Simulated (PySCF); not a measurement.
Homolysis of single bonds, series B CH3-H. Isolated molecules, 0 K electronic values unless said otherwise. Strings in code marks are SMILES.

The numbers are results of B3LYP-D3(BJ)/def2-TZVP (PySCF 2.14.0), not measurements. B3LYP has the VWN-RPA correlation part, as in Gaussian. 

```json
[
 {"species": "whole molecule (`CB(C)C`)", "dipole moment (D)": "0.01"},
 {"species": "radical fragment (`[B](C)C`)", "dipole moment (D)": "1.05"},
 {"species": "radical fragment (`[CH3]`)", "dipole moment (D)": "[?]"},
 {"species": "whole molecule (`B(C)C`)", "dipole moment (D)": "0.41"},
 {"species": "radical fragment (`[BH]C`)", "dipole moment (D)": "[?]"},
 {"species": "whole molecule (`BC`)", "dipole moment (D)": "0.68"},
 {"species": "radical fragment (`[BH2]`)", "dipole moment (D)": "0.49"},
 {"species": "whole molecule (`B`)", "dipole moment (D)": "0.00"}
]
```

**Question.** Some entries are withheld; supply them.

**Answer.** 
- radical fragment (`[CH3]`), dipole moment (D): 0.00
- radical fragment (`[BH]C`), dipole moment (D): 1.20
